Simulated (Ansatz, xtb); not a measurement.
**Two isomers of C4H8Cl2**

Structure I is `C[C@H](Cl)[C@H](C)Cl`, a singlet and structure II is `CC(C)(Cl)CCl`, a singlet. Both are isolated molecules in the gas phase, relaxed with B3LYP-D3(BJ)/def2-SVP, each in the lowest conformer that the search found.

Energies in hartree; the thermal terms are from B3LYP-D3(BJ)/def2-SVP harmonic frequencies (ideal gas, rigid rotor, one conformer each, 298.15 K, 1 atm) and include the zero-point energy:

```
                               I            II
E, CCSD(T)/def2-SVP  −1075.677510  −1075.679142
    E, MP2/def2-SVP  −1075.579148  −1075.581042
  E, MP2/def2-TZVPP  −1076.302259  −1076.304059
  zero-point energy      0.113960      0.113434
       H(298 K) − E      0.122357      0.121827
       G(298 K) − E      0.082465      0.081510
```

**Question.** Correct the CCSD(T) difference for the basis set by the MP2 change, then work out ΔE, ΔE₀, ΔH and ΔG for I → II in kcal/mol (1 Eh = 627.51 kcal/mol) and the equilibrium ratio [II]/[I].

**Answer.** 1. Differences II − I: CCSD(T) −0.001632, MP2 in the small set −0.001894, MP2 in the large set −0.001800 Eh.
2. ΔE = −0.001632 + (−0.001800 − (−0.001894)) = −0.001538 Eh = −0.97 kcal/mol.
3. ΔE₀ = ΔE + ΔZPE = −0.001538 + (−0.000526) Eh = −1.30 kcal/mol.
4. ΔH = ΔE + (−0.000530) Eh = −1.30 kcal/mol.
5. ΔG = ΔE + (−0.000955) Eh = −1.56 kcal/mol, so ΔS = (ΔH − ΔG)/T = +3.7 J/(mol K).
6. kT = 0.9442 mEh, so K = [II]/[I] = exp(−ΔG/kT) = exp(+2.64) ≈ 14.

Structure II is favoured at this temperature. An error of 1 kcal/mol in ΔG would change K by a factor of 5.4. Mirror images and further conformers aren't counted.

As drawn, both hold the same kinds of bond in the same numbers.

Other levels gave ΔE = −1.3 (GFN2-xTB); −0.2 (HF/STO-3G, GFN2-xTB geometries); −0.6 (r2SCAN-D4/def2-SVP, GFN2-xTB geometries); −0.2 (B3LYP-D3(BJ)/def2-SVP); −0.2 (HF/def2-SVP); −1.2 (MP2/def2-SVP); −1.0 (CCSD(T)/def2-SVP) kcal/mol. The correlated steps freeze 14 core orbitals. Programs: Ansatz 0.2.0, xtb 6.7.1.
